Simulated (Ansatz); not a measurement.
The cluster Si2H3⁻ (the lowest singlet isomer of a short search). The state is a singlet with charge -1. Geometry PBE0-D4/def2-TZVPD, basis def2-TZVPD, Ansatz.

```xyz
5

Si   -1.472   -0.527    0.698
Si    0.498    0.249    0.149
H    -1.712   -0.881   -0.783
H     1.196    0.322   -1.187
H     1.489    0.837    1.124
```

```csv
run,HOMO (eV),LUMO (eV)
A,-2.14,4.67
B,0.35,2.76
C,-0.40,3.42
D,-0.18,3.30
E,-0.10,3.12
F,-0.93,4.19
```

B3LYP takes the VWN-RPA correlation. The structure comes from a short search, and lower isomers may exist.

Q: The runs used B3LYP, BHLYP, PBE, PBE0, r2SCANh, ωB97M-V. Estimate which is which.

A: A ωB97M-V (range-separated); B PBE (0 % exact exchange); C PBE0 (25 % exact exchange); D B3LYP (20 % exact exchange); E r2SCANh (10 % exact exchange); F BHLYP (50 % exact exchange). Exact exchange lowers occupied and raises empty levels; among semilocal functionals meta-GGAs tend to open the gap a little, and such runs are hard to tell apart. The gap grows from 2.41 eV (PBE) to 6.81 eV (ωB97M-V). At PBE-D4/def2-TZVPD the highest occupied level of the charge -1 singlet lies above zero (up to 0.35 eV). By energy differences its removal costs 2.26 eV (vertical, to the charge 0 doublet, at PBE-D4/def2-TZVPD); a positive level beside a positive removal energy at the same level points to self-interaction error.
